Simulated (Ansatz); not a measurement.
Z-matrix (Å, degrees):
```
C
P 1 1.812
H 1 1.091 2 108.6
H 1 1.091 2 108.6 3 -117.7
H 1 1.092 2 111.6 3 121.1
C 2 1.812 1 104.3 3 -175.7
C 2 1.812 1 104.3 3 -66.6
S 2 1.938 1 114.3 3 58.9
H 6 1.091 2 108.6 1 175.7
H 6 1.091 2 108.6 1 -66.6
H 6 1.092 2 111.6 1 54.5
H 7 1.092 2 111.6 1 -54.6
H 7 1.091 2 108.6 1 -175.7
H 7 1.091 2 108.6 1 66.6
```

The species carries charge 0 and has multiplicity 1.

Question: List the CAM-B3LYP/def2-TZVPP orbital energies in eV (Ansatz). (Estimate.)

Answer: Computed: Occupied: -2417.86, -2100.55, -279.12, -279.12, -279.12, -215.92, -181.61, -160.53, -160.35, -160.35, -131.59, -131.59, -131.56, -24.36, -21.72, -21.72, -20.57, -16.42, -14.33, -14.24, -14.24, -13.48, -13.48, -12.92, -11.65, -11.65, -10.63, -7.53, -7.53. Lowest empty: 1.41, 2.47, 2.60, 2.60, 3.12, 3.29, 3.29, 3.79.
